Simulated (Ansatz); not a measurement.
**Elastic constant C13 of hcp Ti: levels of theory against measurement**

Reference value: 68 GPa (measured, 4 K, not corrected to a static lattice; as tabulated in Ferrari et al. (2019), arXiv:1905.01197).

Q: Put these levels in order of the elastic constant C13 that they give for hcp Ti, smallest first: HSE06 (Ansatz, an electronic-structure program), LDA (Ansatz), r²SCAN (Ansatz).

A: HSE06 (74.0 GPa), r²SCAN (77.4 GPa), LDA (92.1 GPa)

Unless a cell is named, each level is at its own relaxed cell (LDA 16.10, r²SCAN 17.31, HSE06 17.19 Å³/atom).

Differences against the reference: LDA +35 %, r²SCAN +13.8 %, HSE06 +8.8 %.

The measured value isn't corrected to a static lattice, so vibrations enter the comparison.  HSE06: hybrids on metals are sensitive to the k mesh. Each level is taken at its own relaxed cell. Cutoffs and k meshes differ between the levels. Ansatz's density-functional and Hartree–Fock values are scalar-relativistic unless marked +SOC, with PAW data made under PBE.

Differences are worked out from the printed values.
